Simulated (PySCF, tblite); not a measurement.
# CHFN−, a complex of two parts as drawn: NMR shifts, interaction energy, infrared bands, spin-spin couplings and core binding energies

An exercise on one series of results from a longer session: the logs are not shown, and one member is left open.

Computed with tblite 0.8.0 and PySCF 2.14.0; each step states its level. No surroundings beyond the atoms listed, unless a continuum is named. Atoms count from 0, parts from 1.

## Starting point

4 atoms, charge -1, multiplicity 1; geometry: rigid parts in contact. Parts: 1 = atoms 0–2, `C#N`, charge 0; 2 = atom 3, `[F-]`, charge -1.

The first run:

Job settings and geometry (Å):

```
{"job": {"kind": "dock", "xc": "GFN2-xTB", "basis": "xTB"}, "charge": -1, "multiplicity": 1, "parts": [{"atoms": "0-2", "charge": 0, "multiplicity": 1}, {"atoms": "3-3", "charge": -1, "multiplicity": 1}]}
C     -0.026316    -0.002023     0.000069
N      1.107996     0.084923    -0.001771
H     -1.081681    -0.082901     0.001702
F     -2.736740     0.034504     0.885753
```

Method: GFN2-xTB search for minima from random contacts, gas phase.

Run with:

```sh
$ OMP_NUM_THREADS=1 python cluster_run.py task.json out
```

The driver reads the jobs from task.json and runs them one after another.

Steps of the session up to this table: Bringing the parts together with GFN2-xTB; Geometry optimisation at PBE0-D3(BJ)/def2-TZVPD; Nuclear shieldings: PBE0/aug-pcSseg-2; Coupled-cluster interaction energy: CCSD(T) and MP2.

One of the session's tables, all rows but one given; the rest of the session is left out.

It belongs to the step «Coupled-cluster interaction energy: CCSD(T) and MP2». 

```
                 method  interaction energy (kcal/mol)
         HF/aug-cc-pVDZ                         -99.97
        MP2/aug-cc-pVDZ                         -87.20
       CCSD/aug-cc-pVDZ                         -86.93
    CCSD(T)/aug-cc-pVDZ                              ?
         HF/aug-cc-pVQZ                        -102.79
        MP2/aug-cc-pVQZ                         -92.58
    SCS-MP2/aug-cc-pVQZ                         -91.02
      MP2, extrapolated                         -93.05
CCSD(T), limit estimate                         -91.53
```

Q: Estimate the row for CCSD(T)/aug-cc-pVDZ from the others.

The run gave: interaction energy (kcal/mol): -85.68. In the column «interaction energy (kcal/mol)» it is the highest.

At this geometry H2 has moved to F3 of another part (1.03 Å), so this energy is mostly that of cutting a chemical bond between strained fragments, not an intermolecular interaction.

Caveats from the session: Shifts at one fixed geometry are not the observed spectrum, which averages over the motion. The interaction energy leaves out the deformation of the parts, 48.16 kcal/mol at MP2. So large a deformation means that a part is far from its own minimum, so a sum across the two methods would be rough. The parts are strongly deformed in the cluster, so the interaction energy holds bonds cut by the partition and is not to be read as the attraction of intact molecules.
